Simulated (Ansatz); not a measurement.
# BH3Cl− (SMILES [H][B-]([H])([H])Cl) at CCSDT/STO-3G

What is the energy change on altering one bond length of BH3Cl− at CCSDT/STO-3G? 

The results are computed with Ansatz 0.2.0.

6 further runs of the same task are left out: 6 that didn't finish.

## 1. The system as given

BH3Cl− has 5 atoms, charge -1, and is taken as a singlet. As SMILES, `[H][B-]([H])([H])Cl`. The coordinates come from a GFN2-xTB relaxation.

Bond lengths: B1–Cl2 1.875 Å, B1–H3 1.207 Å, B1–H4 1.208 Å, B1–H5 1.207 Å. Angles: Cl2–B1–H3 106.7°, Cl2–B1–H4 106.7°, Cl2–B1–H5 106.7°, H3–B1–H4 112.1°, H3–B1–H5 112.2°, H4–B1–H5 112.1°.

## 2. The energy at CCSDT/STO-3G

molecule.yaml reads:

```yaml
crystal:
  periodic: [false, false, false]
  atoms:
    - {symbol: B, position_ang: [-0.001280, 0.001630, -0.167010]}
    - {symbol: Cl, position_ang: [0.013600, -0.021140, 1.707330]}
    - {symbol: H, position_ang: [1.152300, 0.011380, -0.522240]}
    - {symbol: H, position_ang: [-0.586640, 1.005700, -0.497000]}
    - {symbol: H, position_ang: [-0.577980, -0.997580, -0.521080]}
basis:
  gaussian: {orbitals: STO-3G}
accuracy: high
total_charge: -1
scf: {omitted_lower_state_checks: [cluster_reference, increment]}
correlation: {method: ccsdt, frozen_orbitals: {B: 1, Cl: 5, H: 0}}
```

The run is started by

```console
$ ansatz run molecule.yaml --threads 1 --pin off --max-ram 2610MiB --events-out events.jsonl --progress --plain --runs-dir runs
```

Log, cut to the lines that bear on the results:

```text
Warning: RAYON_NUM_THREADS=1 ignored (pool sized by the plan → 1); use --threads N
Functional definition: HF
  name "HF"
[...]
282 factors; integrals over basis functions are off by at most 2.4e-8 eV
[...]
mean field -13079.28042758 eV, -480.6546902588 hartree, gradient 9.7e-8 eV, S^2 0.000000; 0 other end points of the search recorded, 0 dependent functions left out
6 core orbitals not correlated: weight in the atoms' cores, before any rotation towards them, 1.000 or more for the frozen orbitals, at most 0.000 for the correlated occupied ones
reference -13079.28042758 eV, -480.6546902588 hartree; 7, 7 occupied and 4, 4 virtual orbitals, 282 factors
second order -1.21669780 eV of doubles, -0.00000000 eV of singles
cycle   1  -1.53671523 eV  change   -3.2e-1 eV  update   4.4e-2
[...]
cycle  16  -1.71833957 eV  change  -4.2e-10 eV  update  7.1e-10
Total energy: -13080.99876715 eV, -480.7178380734 hartree
Checks for a lower state left out: cluster_reference, increment
```

It took 0.55 s on 1 thread of Intel Xeon Platinum 8259CL at 2.50GHz (Skylake/Cascade Lake), shared host.

## 3. The distorted shape, same level

in.yaml reads:

```yaml
crystal:
  periodic: [false, false, false]
  atoms:
    - {symbol: B, position_ang: [-0.289633, -0.000807, -0.078215]}
    - {symbol: Cl, position_ang: [-0.274753, -0.023577, 1.796125]}
    - {symbol: H, position_ang: [1.152300, 0.011380, -0.522240]}
    - {symbol: H, position_ang: [-0.874993, 1.003263, -0.408205]}
    - {symbol: H, position_ang: [-0.866333, -1.000017, -0.432285]}
basis:
  gaussian:
    orbitals: STO-3G
correlation:
  method: ccsdt
  frozen_orbitals: {B: 1, Cl: 5, H: 0}
scf:
  omitted_lower_state_checks: [cluster_reference, increment]
total_charge: -1
accuracy: high
```

The run is started by

```console
$ ansatz run in.yaml --threads 1 --pin off --max-ram 2610MiB --events-out events.jsonl --progress --plain --runs-dir runs
```

Log, cut to the lines that bear on the results:

```text
Warning: RAYON_NUM_THREADS=1 ignored (pool sized by the plan → 1); use --threads N
[... 2 set-up lines as earlier in the session ...]
[...]
281 factors; integrals over basis functions are off by at most 3.3e-8 eV
[...]
mean field -13078.09573469 eV, -480.6111535981 hartree, gradient 4.7e-9 eV, S^2 0.000000; 0 other end points of the search recorded, 0 dependent functions left out
6 core orbitals not correlated: weight in the atoms' cores, before any rotation towards them, 1.000 or more for the frozen orbitals, at most 0.000 for the correlated occupied ones
reference -13078.09573469 eV, -480.6111535981 hartree; 7, 7 occupied and 4, 4 virtual orbitals, 281 factors
second order -1.40322070 eV of doubles, -0.00000000 eV of singles
cycle   1  -1.78033893 eV  change   -3.8e-1 eV  update   5.3e-2
[...]
cycle  18  -2.01833260 eV  change  -4.2e-10 eV  update  5.4e-10
Total energy: -13080.11406729 eV, -480.6853259531 hartree
Checks for a lower state left out: cluster_reference, increment
```

Wall time 0.55 s (1 thread of Intel Xeon Platinum 8259CL at 2.50GHz (Skylake/Cascade Lake), shared host).

## 4. Outcome

At CCSDT/STO-3G, 6 core orbitals frozen:

| quantity | value |
| --- | --- |
| first shape: total energy | -480.71784 Eh |
| first shape: correlation energy (6 core orbitals frozen) | -63.1 mEh |
| first shape: T1 diagnostic | 0.004 |
| distorted shape: total energy | -480.68533 Eh |
| distorted shape: correlation energy (6 core orbitals frozen) | -74.2 mEh |
| distorted shape: T1 diagnostic | 0.006 |
| energy change with the B1–H3 bond stretched from 1.207 to 1.509 Å | 0.885 eV |

**Reading.** With the B1–H3 bond stretched from 1.207 to 1.509 Å the energy rises by 0.88 eV (20.4 kcal/mol). The first shape isn't relaxed at this level, so the change isn't measured from a minimum. The minimal basis adds a large error of its own.
